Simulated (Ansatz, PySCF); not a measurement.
acetamide cation (C2H5NO), SMILES CC(N)=O (connectivity only; charge and spin as stated), charge +1, multiplicity 2. Atoms are numbered in the order given.

```xyz
9

C     -1.2076    -0.3192    -0.6145
C      0.0873     0.0391     0.0852
N      1.2690    -0.0680    -0.4647
O     -0.0937     0.4553     1.2643
H     -1.1576    -1.3890    -0.8782
H     -1.2883     0.3182    -1.5111
H     -2.0736    -0.1436     0.0386
H      2.1195     0.1840     0.0415
H      1.3635    -0.4095    -1.4203
```
Charge +1, spin multiplicity 2.

The structure is a stationary point at B3LYP-D3(BJ)/def2-SVP. The spin state was assumed, not searched. One conformer was computed; it need not be the lowest.

Two levels are set side by side: PBE-D3(BJ)/def2-SVP (Ansatz, a program for electronic structure) and B3LYP-D3(BJ)/def2-SVP (Ansatz). Each level has its own optimised geometry; the coordinates shown are those of the second. Frequencies come from the Hessian of PySCF at each geometry. Differences are taken from unrounded values.

```json
[
 {"quantity": "mean bond length (Å)", "B3LYP-D3(BJ)": "1.179", "PBE-D3(BJ)": "1.186", "PBE-D3(BJ) minus B3LYP-D3(BJ)": "0.007"},
 {"quantity": "bond C1–C2 (Å)", "B3LYP-D3(BJ)": "1.515", "PBE-D3(BJ)": "1.523", "PBE-D3(BJ) minus B3LYP-D3(BJ)": "0.008"},
 {"quantity": "bond C2–N3 (Å)", "B3LYP-D3(BJ)": "1.308", "PBE-D3(BJ)": "1.316", "PBE-D3(BJ) minus B3LYP-D3(BJ)": "0.009"},
 {"quantity": "bond C2–O4 (Å)", "B3LYP-D3(BJ)": "1.263", "PBE-D3(BJ)": "1.261", "PBE-D3(BJ) minus B3LYP-D3(BJ)": "-0.002"},
 {"quantity": "bond C1–H5 (Å)", "B3LYP-D3(BJ)": "1.103", "PBE-D3(BJ)": "1.112", "PBE-D3(BJ) minus B3LYP-D3(BJ)": "0.009"},
 {"quantity": "bond C1–H6 (Å)", "B3LYP-D3(BJ)": "1.103", "PBE-D3(BJ)": "1.112", "PBE-D3(BJ) minus B3LYP-D3(BJ)": "0.009"},
 {"quantity": "bond C1–H7 (Å)", "B3LYP-D3(BJ)": "1.099", "PBE-D3(BJ)": "1.108", "PBE-D3(BJ) minus B3LYP-D3(BJ)": "0.009"},
 {"quantity": "bond N3–H8 (Å)", "B3LYP-D3(BJ)": "1.021", "PBE-D3(BJ)": "1.028", "PBE-D3(BJ) minus B3LYP-D3(BJ)": "0.007"},
 {"quantity": "bond N3–H9 (Å)", "B3LYP-D3(BJ)": "1.019", "PBE-D3(BJ)": "1.026", "PBE-D3(BJ) minus B3LYP-D3(BJ)": "0.006"},
 {"quantity": "highest harmonic wavenumber (cm⁻¹)", "B3LYP-D3(BJ)": "3629", "PBE-D3(BJ)": "3564", "PBE-D3(BJ) minus B3LYP-D3(BJ)": "-65"},
 {"quantity": "mean harmonic wavenumber (cm⁻¹)", "B3LYP-D3(BJ)": "1519", "PBE-D3(BJ)": "1475", "PBE-D3(BJ) minus B3LYP-D3(BJ)": "-45"},
 {"quantity": "zero-point energy (kcal/mol)", "B3LYP-D3(BJ)": "45.61", "PBE-D3(BJ)": "44.27", "PBE-D3(BJ) minus B3LYP-D3(BJ)": "-1.34"}
]
```

Exact exchange shortens and stiffens bonds; PBE has none. Differences between two approximate levels are no errors against the true value.
